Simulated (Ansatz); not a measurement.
Ligand exchange: CH7NSi + Mg(NH2)2 → SiN2H6 + Mg(CH3)(NH2)

Species: CH7NSi `CN[SiH3]`, singlet; Mg(NH2)2, singlet; SiN2H6 `NN[SiH3]`, singlet; Mg(CH3)(NH2), singlet. The partners trade CH3 for NH2: N–CH3 and Mg–NH2 bonds give way to N–NH2 and Mg–CH3.

Shapes, held fixed at every level: PBE0-D4/def2-TZVP. Flexible molecules stand in one conformer, not always the lowest. Programs: Ansatz 0.2.0. Electronic energies: no zero-point or thermal term.

```json
{"level": "SPW92/def2-TZVPP", "kind": "LDA", "ΔE (kJ/mol)": "+150.0", "less CCSD(T)/def2-TZVPP": "-19.1", "CPU time (sum over the molecules)": "11 s"}
{"level": "r2SCAN-D4/def2-TZVPP", "kind": "meta-GGA", "ΔE (kJ/mol)": "+165.7", "less CCSD(T)/def2-TZVPP": "-3.4", "CPU time (sum over the molecules)": "32 s"}
{"level": "wB97X-V/def2-TZVPP", "kind": "range-separated hybrid", "ΔE (kJ/mol)": "+162.4", "less CCSD(T)/def2-TZVPP": "-6.7", "CPU time (sum over the molecules)": "53 s"}
{"level": "B2PLYP/def2-TZVPP", "kind": "double hybrid", "ΔE (kJ/mol)": "+168.5", "less CCSD(T)/def2-TZVPP": "-0.6", "CPU time (sum over the molecules)": "32 s"}
{"level": "CCSD(T)/def2-SVP", "kind": "coupled cluster or CI", "ΔE (kJ/mol)": "+169.6", "less CCSD(T)/def2-TZVPP": "+0.5", "CPU time (sum over the molecules)": "16 s"}
{"level": "CCSD/def2-TZVPP", "kind": "coupled cluster or CI", "ΔE (kJ/mol)": "+171.0", "less CCSD(T)/def2-TZVPP": "+1.9", "CPU time (sum over the molecules)": "–"}
{"level": "CCSD(T)/def2-TZVPP", "kind": "coupled cluster or CI", "ΔE (kJ/mol)": "+169.1", "less CCSD(T)/def2-TZVPP": "0.0", "CPU time (sum over the molecules)": "4.7 min"}
```

The highest level, CCSD(T)/def2-TZVPP, gives ΔE = +169.1 kJ/mol; the levels span +150.0 to +171.0. The column of differences is taken from that level and isn't an error. No measured value is set beside it here. Outer-core shells of Mg are correlated, in sets that cover them unevenly. Times are processor times on shared x86 and Arm servers, and rough.
